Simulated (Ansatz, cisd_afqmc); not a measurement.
System: C$_{2}$H$_{3}$, charge 1, singlet. C2H3+ (parent SMILES [CH]=C, singlet).
B3LYP-D3(BJ)/def2-TZVP minimum from Ansatz (a first-principles code):
```xyz
5

C      0.6664    -0.0823     0.0295
C     -0.5746     0.0710    -0.0254
H      1.7385    -0.2147     0.0769
H     -1.0222     1.0180    -0.3653
H     -1.2665    -0.7354     0.2640
```
Charge +1, spin multiplicity 1.

Total energies in cc-pVDZ, 10 correlated electrons, 2 frozen orbitals. Radicals and triplets start from unrestricted determinants; spin-orbit coupling is neglected. Cores are frozen in correlated methods. No relativity. AFQMC/CISD: phaseless, guided by CISD from CCSD amplitudes; bars are statistical, one sigma. Outlying blocks are dropped, and bars are widened where a walk drifts. Over all cases where full CI ran beside it in this data, AFQMC minus full CI had a median of +0.1 mEh and passed +0.4 mEh in a tenth of the cases. The T1 diagnostic of C2H3+ (parent SMILES [CH]=C, singlet) reaches 0.026 in the sets run. The spin of C2H3+ (parent SMILES [CH]=C, singlet) was assumed, and the state is the lowest solution found for it.

```
method         program        energy (Eh)  minus CCSDTQ (mEh)
----------  ----------  -----------------  ------------------
HF              Ansatz          -77.09309              269.68
MP2             Ansatz          -77.32111               41.66
CCSD            Ansatz          -77.35204               10.73
CCSD(T)         Ansatz          -77.36132                1.45
CCSDT(Q)        Ansatz          -77.36284               -0.07
CCSDTQ          Ansatz          -77.36277                0.00
AFQMC/CISD  cisd_afqmc  -77.3632 ± 0.0003          -0.5 ± 0.3
```

Rough core times of Ansatz's runs on a shared machine: CCSD(T) under 20 s, CCSDT(Q) under 20 s, CCSDTQ 9 min.
